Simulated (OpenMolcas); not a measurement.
## How methods differ on SiHF (SMILES F[SiH])

SiHF: 3 atoms, total charge 0, spin state singlet. As SMILES, `F[SiH]`. The shape is that of a PBE0-D4/def2-TZVP optimisation.

```xyz
3

F    -1.0902    0.0244   -0.6023
Si    0.1868    0.6294    0.1738
H     0.8924   -0.7186    0.4153
```

Each level gives the HOMO–LUMO gap (eV). The values are calculated.

```tsv
level	kind	program	value (eV)	CPU time
SVWN5/def2-TZVPPD	LDA	OpenMolcas	2.17	29 s
revPBE/def2-TZVPPD	GGA	OpenMolcas	2.35	39 s
M06-L/def2-TZVPPD	meta-GGA	OpenMolcas	2.82	43 s
TPSS/def2-TZVPPD	meta-GGA	OpenMolcas	2.57	41 s
r2SCAN/def2-TZVPPD	meta-GGA	OpenMolcas	2.67	41 s
B3LYP/def2-TZVPPD	global hybrid	OpenMolcas	3.94	35 s
M06-2X/def2-TZVPPD	hybrid meta-GGA	OpenMolcas	6.27	38 s
B2PLYP/def2-TZVPPD	double hybrid	OpenMolcas	6.50	30 s
```

The values span 2.17 to 6.50 eV. Orbital gaps aren't excitation energies, and those of double hybrids come from the SCF part alone; they tend to grow with the share of exact exchange. CPU times are rough (shared hosts, several kinds of processor): they show what a rung costs within a factor of a few.
